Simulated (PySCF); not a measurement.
## What an electron can do to SiB

PBE0 in PySCF with def2-TZVP on every atom, for the lowest determinant that a PBE0 search found; no spin–orbit coupling.

```
species  state (unpaired electrons)  Re (Å)  ωe (cm⁻¹)  energy of the minimum from the neutral (eV)  De (eV)  dissociates to
    SiB         quartet (σ ↑, π ↑↑)   1.904        772                                         0.00     3.56          Si + B
   SiB⁺          triplet (σ ↑, π ↑)   2.095        554                                         8.97     2.81         Si⁺ + B
```

Work out the lowest energy to break SiB into atoms, from its vibrational ground state.

D0 = De − ωe/2 = 3.56 − 0.05 = 3.51 eV (PBE0/def2-TZVP).

Work out the ionisation energy of the Si atom at this level and the threshold of dissociative ionisation.

IE(Si) = 8.97 + 2.81 − 3.56 = 8.22 eV, so Si⁺ + B + e⁻ appears at D0 + IE(Si) = 11.73 eV (PBE0/def2-TZVP). The measured IE(Si) is 8.152 eV (NIST ASD).

These are thermodynamic thresholds; the onsets seen under electron impact lie higher where the geometry changes, and cross-sections peak well above them.

For an ion De counts to the pair picked by the measured ionisation energies or electron affinities, which need not be the lowest pair at this level. States were picked by a PBE0 search and need not be the measured ground states.
